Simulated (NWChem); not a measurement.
The numbers come from NWChem runs, not from measurements. System: AlCl₃, charge 0, spin multiplicity 1, at a geometry optimised with PBE/def2-SVP. The structure started from a generated list of species. Level: constrained PBE/def2-SVP.

The NWChem input:

```
start mol
memory heap 200 mb stack 900 mb global 1100 mb
geometry units angstroms nocenter noautoz noautosym
  Al     0.000000     0.000000    -0.000003
  Cl     0.000000     0.000000     2.093684
  Cl     1.813195     0.000000    -1.046841
  Cl    -1.813195     0.000000    -1.046841
end
basis spherical
  * library def2-svp
end
dft
  xc xpbe96 cpbe96
  semidirect memsize 60000000 filesize 0
  iterations 100
  convergence nolevelshifting
  cdft 4 4 charge 1.0 pop becke
end
task dft energy
```

Output (cleaned and shortened):

```
             Northwest Computational Chemistry Package (NWChem) 7.3.0
             --------------------------------------------------------

                                NWChem Input Module
                                -------------------

 Scaling coordinates for geometry "geometry" by  1.889725989
 (inverse scale =  0.529177249)

                             Geometry "geometry" -> ""
                             -------------------------

 Output coordinates in angstroms (scale by  1.889725989 to convert to a.u.)

  No.       Tag          Charge          X              Y              Z
 ---- ---------------- ---------- -------------- -------------- --------------
    1 Al                  13.0000     0.00000000     0.00000000    -0.00000300
    2 Cl                  17.0000     0.00000000     0.00000000     2.09368400
    3 Cl                  17.0000     1.81319500     0.00000000    -1.04684100
    4 Cl                  17.0000    -1.81319500     0.00000000    -1.04684100

 Effective nuclear repulsion energy (a.u.)     294.0888169366

            Nuclear Dipole moment (a.u.)
            ----------------------------
        X                 Y               Z
 ---------------- ---------------- ----------------
     0.0000000000     0.0000000000    -0.0000094486


 Summary of "ao basis" -> "" (spherical)
 ------------------------------------------------------------------------------
       Tag                 Description            Shells   Functions and Types
 ---------------- ------------------------------  ------  ---------------------
 *                          def2-svp                  on all atoms

  pbe96 is a nonlocal functional; adding pw91lda local functional.

                                 NWChem DFT Module
                                 -----------------

 Summary of "ao basis" -> "ao basis" (spherical)
 ------------------------------------------------------------------------------
       Tag                 Description            Shells   Functions and Types
 ---------------- ------------------------------  ------  ---------------------
 Al                         def2-svp                 8       18   4s3p1d
 Cl                         def2-svp                 8       18   4s3p1d

 Summary of "ao basis" -> "ao basis" (spherical)
 ------------------------------------------------------------------------------
       Tag                 Description            Shells   Functions and Types
 ---------------- ------------------------------  ------  ---------------------
 Al                         def2-svp                 8       18   4s3p1d
 Cl                         def2-svp                 8       18   4s3p1d

            General Information
            -------------------
          SCF calculation type: DFT
          Wavefunction type:  closed shell.
          No. of atoms     :     4
          No. of electrons :    64
           Alpha electrons :    32
            Beta electrons :    32
          Charge           :     0
          Spin multiplicity:     1
          Use of symmetry is: off; symmetry adaption is: off
          Maximum number of iterations: 100
          AO basis - number of functions:    72
                     number of shells:    32
          Convergence on energy requested:  1.00D-06
          Convergence on density requested:  1.00D-05
          Convergence on gradient requested:  5.00D-04

              XC Information
              --------------
          PerdewBurkeErnzerhof Exchange Functional  1.000
            Perdew 1991 LDA Correlation Functional  1.000 local
           PerdewBurkeErnz. Correlation Functional  1.000 non-local

             Grid Information
             ----------------
          Grid used for XC integration:  medium
          Radial quadrature: Mura-Knowles
          Angular quadrature: Lebedev.
          Tag              B.-S. Rad. Rad. Pts. Rad. Cut. Ang. Pts.
          ---              ---------- --------- --------- ---------
          Al                  1.25       88           7.0       590
          Cl                  1.00       88          10.0       590
          Grid pruning is: on
          Number of quadrature shells:   352
          Spatial weights used:  Erf1

          Convergence Information
          -----------------------
          Convergence aids based upon iterative change in
          total energy or number of iterations.
          Levelshifting, if invoked, occurs when the
          HOMO/LUMO gap drops below (HL_TOL):  1.00D-02
          DIIS, if invoked, will attempt to extrapolate
          using up to (NFOCK): 10 stored Fock matrices.

                    Damping( 0%)  Levelshifting(0.0)       DIIS
                  --------------- ------------------- ---------------
          dE  on:    start             N/A                start
          dE off:    2 iters           N/A              100 iters

      Screening Tolerance Information
      -------------------------------
          Density screening/tol_rho:  1.00D-10
          AO Gaussian exp screening on grid/accAOfunc:  14
          CD Gaussian exp screening on grid/accCDfunc:  20
          XC Gaussian exp screening on grid/accXCfunc:  20
          Schwarz screening/accCoul:  1.00D-08

      Superposition of Atomic Density Guess
      -------------------------------------

 Sum of atomic energies:       -1619.76197481

      Non-variational initial energy
      ------------------------------

 Total energy =   -1620.369912
 1-e energy   =   -2828.066986
 2-e energy   =     913.608257
 HOMO         =      -0.437020
 LUMO         =      -0.019563

------------------------------------------------------------
EAF file 0: "./mol.aoints.0" size=524288 bytes
------------------------------------------------------------
               write      read    awrite     aread      wait
               -----      ----    ------     -----      ----
     calls:        1         0         0         0         0
   data(b): 5.24e+05  0.00e+00  0.00e+00  0.00e+00
   time(s): 0.00e+00  0.00e+00  0.00e+00  0.00e+00  0.00e+00
rate(mb/s): 0.00e+00  0.00e+00
------------------------------------------------------------

   convergence    iter        energy       DeltaE   RMS-Dens  Diis-err    time
 ---------------- ----- ----------------- --------- --------- ---------  ------
 d= 0,ls=0.0,diis     1  -1621.9562601522 -1.92D+03  3.30D-02  6.35D-01     0.8
 CDFT multipliers:
      1        0.1572985461
      iter =    7
 d= 0,ls=0.0,diis     2  -1621.3914687980  5.65D-01  1.02D-02  2.77D+00     1.0
 CDFT multipliers:
      1        0.3286687714
      iter =    8
 d= 0,ls=0.0,diis     3  -1621.5519747359 -1.61D-01  4.57D-03  8.41D-01     1.3
 CDFT multipliers:
      1        0.4730660970
      iter =    9
 d= 0,ls=0.0,diis     4  -1621.5527618680 -7.87D-04  6.64D-03  4.36D-01     1.5
 CDFT multipliers:
      1        0.6446434026
      iter =    6
 d= 0,ls=0.0,diis     5  -1621.5870179352 -3.43D-02  1.07D-03  6.49D-03     1.8
 CDFT multipliers:
      1        0.6678761461
      iter =    6
  Resetting Diis
 d= 0,ls=0.0,diis     6  -1621.5874120066 -3.94D-04  2.39D-04  2.91D-04     2.0
 CDFT multipliers:
      1        0.6666756127
      iter =    5
 d= 0,ls=0.0,diis     7  -1621.5874500706 -3.81D-05  5.74D-05  5.56D-06     2.2
 CDFT multipliers:
      1        0.0003412797
      iter =    5
 d= 0,ls=0.0,diis     8  -1621.5874507686 -6.98D-07  2.37D-08  1.70D+00     2.3
 CDFT multipliers:
      1        0.6670169169
      iter =    2
 d= 0,ls=0.0,diis     9  -1621.5874506629  1.06D-07  2.91D-05  4.66D-06     2.5
 CDFT multipliers:
      1        0.6670012000
      iter =    2
 d= 0,ls=0.0,diis    10  -1621.5874513651 -7.02D-07  4.72D-06  7.20D-08     2.7
  CDFT final multipliers
      1        0.6670003967

         Total DFT energy =    -1621.587451374885
      One electron energy =    -2828.459644558813
           Coulomb energy =     1015.395369284297
    Exchange-Corr. energy =     -102.611993037000
 Nuclear repulsion energy =      294.088816936631

 Numeric. integr. density =       64.000000027787

     Total iterative time =      2.8s

                       DFT Final Molecular Orbital Analysis
                       ------------------------------------

 Vector   30  Occ=2.000000D+00  E=-9.956155D-02
              MO Center= -1.1D+00,  8.2D-09, -6.2D-01, r^2= 3.0D+00
   Bfn.  Coefficient  Atom+Function         Bfn.  Coefficient  Atom+Function
  ----- ------------  ---------------      ----- ------------  ---------------
     3      0.521572  1 Al s                 62      0.329749  4 Cl px
    65      0.250026  4 Cl px                 8     -0.239617  1 Al px
     2      0.226596  1 Al s                 47      0.217701  3 Cl px
    57     -0.212850  4 Cl s                 31      0.202526  2 Cl pz
    58     -0.197772  4 Cl s                 64      0.190378  4 Cl pz

 Vector   31  Occ=2.000000D+00  E=-1.710258D-03
              MO Center= -1.0D+00,  1.3D-08, -6.0D-01, r^2= 2.9D+00
   Bfn.  Coefficient  Atom+Function         Bfn.  Coefficient  Atom+Function
  ----- ------------  ---------------      ----- ------------  ---------------
    63      0.427885  4 Cl py                12      0.373339  1 Al py
    66      0.354316  4 Cl py                 9      0.320076  1 Al py
    60      0.227226  4 Cl py                30     -0.169397  2 Cl py
    48     -0.169396  3 Cl py                 6     -0.149585  1 Al py
    27     -0.098540  2 Cl py                45     -0.098540  3 Cl py

 Vector   32  Occ=2.000000D+00  E= 3.073704D-02
              MO Center= -1.5D+00,  8.0D-10, -8.9D-01, r^2= 1.8D+00
   Bfn.  Coefficient  Atom+Function         Bfn.  Coefficient  Atom+Function
  ----- ------------  ---------------      ----- ------------  ---------------
    64      0.450550  4 Cl pz                67      0.413399  4 Cl pz
    62     -0.260119  4 Cl px                61      0.241198  4 Cl pz
    65     -0.238671  4 Cl px                13      0.205675  1 Al pz
    59     -0.139253  4 Cl px                10      0.126968  1 Al pz
    11     -0.118749  1 Al px                47     -0.101488  3 Cl px

 Vector   33  Occ=0.000000D+00  E= 6.596006D-02
              MO Center=  3.1D-01,  1.8D-07,  1.8D-01, r^2= 4.7D+00
   Bfn.  Coefficient  Atom+Function         Bfn.  Coefficient  Atom+Function
  ----- ------------  ---------------      ----- ------------  ---------------
     4      1.101673  1 Al s                 11      0.444119  1 Al px
    22     -0.391592  2 Cl s                 40     -0.391591  3 Cl s
    31      0.328709  2 Cl pz                49     -0.273694  3 Cl pz
    13      0.256410  1 Al pz                47      0.221546  3 Cl px
    65     -0.220846  4 Cl px                62     -0.201017  4 Cl px

 Vector   34  Occ=0.000000D+00  E= 8.210140D-02
              MO Center= -6.0D-01, -2.0D-07, -3.4D-01, r^2= 4.1D+00
   Bfn.  Coefficient  Atom+Function         Bfn.  Coefficient  Atom+Function
  ----- ------------  ---------------      ----- ------------  ---------------
    12      0.621910  1 Al py                66     -0.481082  4 Cl py
    63     -0.369064  4 Cl py                 9      0.346109  1 Al py
    30     -0.220622  2 Cl py                48     -0.220621  3 Cl py
    60     -0.203652  4 Cl py                 6     -0.164951  1 Al py
    27     -0.126359  2 Cl py                45     -0.126359  3 Cl py

 Vector   35  Occ=0.000000D+00  E= 1.793559D-01
              MO Center=  4.0D-01,  1.8D-08,  2.3D-01, r^2= 5.1D+00
   Bfn.  Coefficient  Atom+Function         Bfn.  Coefficient  Atom+Function
  ----- ------------  ---------------      ----- ------------  ---------------
     3      1.618751  1 Al s                  4     -1.251950  1 Al s
    11     -0.824393  1 Al px                13     -0.475993  1 Al pz
    58     -0.373174  4 Cl s                  2      0.361856  1 Al s
    65     -0.353938  4 Cl px                22      0.287432  2 Cl s
    40      0.287418  3 Cl s                 62     -0.215317  4 Cl px

     ---------------------------------------------
      Total Density - Mulliken Population Analysis
     ---------------------------------------------

    Atom       Charge   Shell Charges
 -----------   ------   -------------------------------------------------------
    1 Al  13    13.65   2.00  1.98  1.14  0.02  5.91  1.27  0.97  0.36
    2 Cl  17    17.40   2.00  1.98  1.25  0.70  5.93  2.16  3.37  0.01
    3 Cl  17    17.40   2.00  1.98  1.25  0.70  5.93  2.16  3.37  0.01
    4 Cl  17    15.55   2.00  1.99  1.47  0.42  5.92  1.89  1.85  0.01

     -------------------------------------------
      Total Density - Lowdin Population Analysis
     -------------------------------------------

    Atom       Charge   Shell Charges
 -----------   ------   -------------------------------------------------------
    1 Al  13    13.98   2.00  1.94  0.78  0.30  5.82  1.33  1.23  0.58
    2 Cl  17    17.18   2.00  1.95  1.04  0.79  5.82  2.29  3.27  0.02
    3 Cl  17    17.18   2.00  1.95  1.04  0.79  5.82  2.29  3.27  0.02
    4 Cl  17    15.66   2.00  1.96  1.14  0.70  5.79  1.87  2.17  0.02

 center of mass
 --------------
 x =   0.00000000 y =   0.00000000 z =  -0.00000016

 moments of inertia (a.u.)
 ------------------
         821.092854098718           0.000000000000           0.000000000000
           0.000000000000        1642.196618068306           0.000000000000
           0.000000000000           0.000000000000         821.103763969587

     Multipole analysis of the density
     ---------------------------------

     L   x y z        total         alpha         beta         nuclear
     -   - - -        -----         -----         ----         -------
     0   0 0 0     -0.000000    -32.000000    -32.000000     64.000000

     1   1 0 0     -4.861855     -2.430927     -2.430927      0.000000
     1   0 1 0     -0.000000     -0.000000     -0.000000      0.000000
     1   0 0 1     -2.806965     -1.403478     -1.403478     -0.000009

     2   2 0 0    -25.190188   -212.183642   -212.183642    399.177096
     2   1 1 0     -0.000000     -0.000000     -0.000000      0.000000
     2   1 0 1     11.828437      5.914218      5.914218      0.000000
     2   0 2 0    -37.522627    -18.761313    -18.761313      0.000000
     2   0 1 1      0.000000      0.000000      0.000000      0.000000
     2   0 0 2    -38.848613   -219.010203   -219.010203    399.171792

 Task  times  cpu:        2.9s     wall:        2.9s

 Total times  cpu:        3.0s     wall:        3.0s
```
